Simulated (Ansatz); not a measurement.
Two shapes of singlet CH3F.

Shape 1:

```xyz
5

C     0.0000    0.0000   -0.5692
F     0.0000    0.0000    0.6851
H     0.0000   -0.9532   -0.9169
H    -0.8255    0.4766   -0.9169
H     0.8255    0.4766   -0.9169
```

Shape 2:

```xyz
5

C     0.0000    0.0000   -0.6682
F     0.0000    0.0000    0.8043
H     0.0000   -1.1189   -1.0763
H    -0.9690    0.5595   -1.0763
H     0.9690    0.5595   -1.0763
```

Basis set: def2-TZVP (spherical functions). Correlated methods keep 2 orbitals frozen. Charge 0, multiplicity 1.

Computed with Ansatz (development build ahead of 0.2.0); each method stands on the lowest determinant of its kind that the runs found.

**Question.** Which shape is lower in energy, and by how much in each method?

**Answer.**

```
 method  E(2) − E(1) (eV)
    RHF             0.223
RHF-MP2            -0.157
```

The methods disagree on the order. Caution: no unrestricted run beside it, a lower state can exist.
